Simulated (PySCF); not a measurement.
## Molecular orbitals of Cl₂⁺

PBE at R = 1.890 Å; Cl def2-TZVPPD; no relativity (PySCF 2.14). State: ²Πg (doublet), unpaired electrons π ↑. Only the outer orbitals are listed.

| spin | orbital | occ. | ε (eV) | main shells (%) |
| --- | --- | --- | --- | --- |
| α | σg | 1 | -33.01 | 89 s, 9 p |
| α | σu | 1 | -27.70 | 98 s |
| α | σg | 1 | -20.68 | 86 p, 12 s |
| α | πu | 1 | -19.32 | 97 p |
| α | πu | 1 | -18.53 | 97 p |
| α | πg | 1 | -16.18 | 100 p |
| α | πg | 1 | -15.29 | 99 p |
| α | σu | 0 | -11.62 | 90 p, 10 d |
| α | σg | 0 | -5.58 | 64 s, 27 d, 8 p |
| α | πu | 0 | -4.08 | 73 d, 27 p |
| β | σg | 1 | -32.64 | 88 s, 10 p |
| β | σu | 1 | -27.07 | 98 s |
| β | σg | 1 | -20.38 | 85 p, 13 s |
| β | πu | 1 | -18.36 | 97 p |
| β | πu | 1 | -18.35 | 96 p |
| β | πg | 1 | -15.06 | 99 p |
| β | πg | 0 | -14.96 | 100 p |
| β | σu | 0 | -11.33 | 89 p, 10 d |
| β | σg | 0 | -5.43 | 66 s, 25 d, 9 p |

Task: Which are the highest filled and the lowest empty level, where do they sit, and how wide is the gap?

Result: Highest filled β πg at -15.06 eV (in %: 99 p); lowest empty β πg at -14.96 eV (in %: 100 p); the gap at PBE is 0.10 eV. Both belong to one degenerate shell, split only by its one-sided filling, so this is no excitation gap.

* bond order (Mayer): 1.54
* ⟨S²⟩: 0.752
* polarisability along the bond: 37.5 bohr³
* polarisability across the bond: 18.3 bohr³

The state is the lowest determinant that a PBE0 search found; another state may lie lower at other levels.
